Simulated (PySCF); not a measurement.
# How the functional moves excitation energies

Species: C4H9N.
InChI=1S/C4H9N/c1-5-4-2-3-4/h4-5H,2-3H2,1H3

Linear-response calculations in the def2-SVPD basis (PySCF; singlets by full response, triplets Tamm–Dancoff, core orbitals frozen in the response; HF means time-dependent Hartree–Fock). 'Strongest' is the level of largest summed f among the singlets computed (10 roots, of which the last may lack a degenerate partner); it can jump between rows when another state enters that window. S1 is the lowest singlet of each run and needn't be the same state throughout; f(S1) is that of one state. Isolated species at its PBE0-D3(BJ)/def2-SVP geometry (one conformer only).

```json
{"functional": "LDA", "kind": "LDA", "S1 (eV)": "5.38", "f(S1)": "0.016", "strongest (eV)": "6.10", "T1 (eV)": "5.23", "HOMO (eV)": "-5.18", "gap (eV)": "5.33", "ionisation energy, ΔSCF (eV)": "8.58"}
{"functional": "PBE", "kind": "GGA", "S1 (eV)": "5.37", "f(S1)": "0.014", "strongest (eV)": "6.07", "T1 (eV)": "5.18", "HOMO (eV)": "-5.08", "gap (eV)": "5.30", "ionisation energy, ΔSCF (eV)": "8.43"}
{"functional": "B3LYP", "kind": "global hybrid, 20% exact exchange", "S1 (eV)": "5.87", "f(S1)": "0.010", "strongest (eV)": "6.72", "T1 (eV)": "5.67", "HOMO (eV)": "-6.26", "gap (eV)": "6.89", "ionisation energy, ΔSCF (eV)": "8.66"}
{"functional": "BHandHLYP", "kind": "global hybrid, 50% exact exchange", "S1 (eV)": "6.57", "f(S1)": "0.006", "strongest (eV)": "7.71", "T1 (eV)": "6.31", "HOMO (eV)": "-7.82", "gap (eV)": "9.23", "ionisation energy, ΔSCF (eV)": "8.63"}
{"functional": "CAM-B3LYP", "kind": "range-separated hybrid", "S1 (eV)": "6.22", "f(S1)": "0.005", "strongest (eV)": "7.21", "T1 (eV)": "5.99", "HOMO (eV)": "-7.89", "gap (eV)": "9.45", "ionisation energy, ΔSCF (eV)": "8.77"}
{"functional": "wB97X-D", "kind": "range-separated hybrid", "S1 (eV)": "6.50", "f(S1)": "0.006", "strongest (eV)": "7.46", "T1 (eV)": "6.34", "HOMO (eV)": "-8.37", "gap (eV)": "10.96", "ionisation energy, ΔSCF (eV)": "8.72"}
{"functional": "LC-wPBE", "kind": "range-separated hybrid", "S1 (eV)": "6.84", "f(S1)": "0.004", "strongest (eV)": "7.93", "T1 (eV)": "6.54", "HOMO (eV)": "-9.22", "gap (eV)": "11.88", "ionisation energy, ΔSCF (eV)": "8.86"}
{"functional": "HF", "kind": "Hartree–Fock", "S1 (eV)": "7.51", "f(S1)": "0.005", "strongest (eV)": "8.99", "T1 (eV)": "7.10", "HOMO (eV)": "-9.93", "gap (eV)": "12.85", "ionisation energy, ΔSCF (eV)": "not settled"}
```

Q: What does PBE0 (global hybrid, 25% exact exchange) give?

A: S1 (eV) 6.12, f(S1) 0.010, strongest (eV) 7.00, T1 (eV) 5.88, HOMO (eV) -6.47, gap (eV) 7.41, ionisation energy, ΔSCF (eV) 8.61. S1 runs from 5.37 eV (PBE) to 7.51 eV (HF), a spread of 2.15 eV, while the orbital gap spreads over 7.5 eV. Along PBE (0%), B3LYP (20%), PBE0 (25%), BHandHLYP (50%), HF (100%) S1 rises with the share of exact exchange. −ε(HOMO) comes closest to its own ΔSCF ionisation energy with wB97X-D (-0.35 eV) and misses most with LDA (-3.40 eV). 'Not settled' means that the ion's SCF failed to converge or may have ended in another state than the lowest.
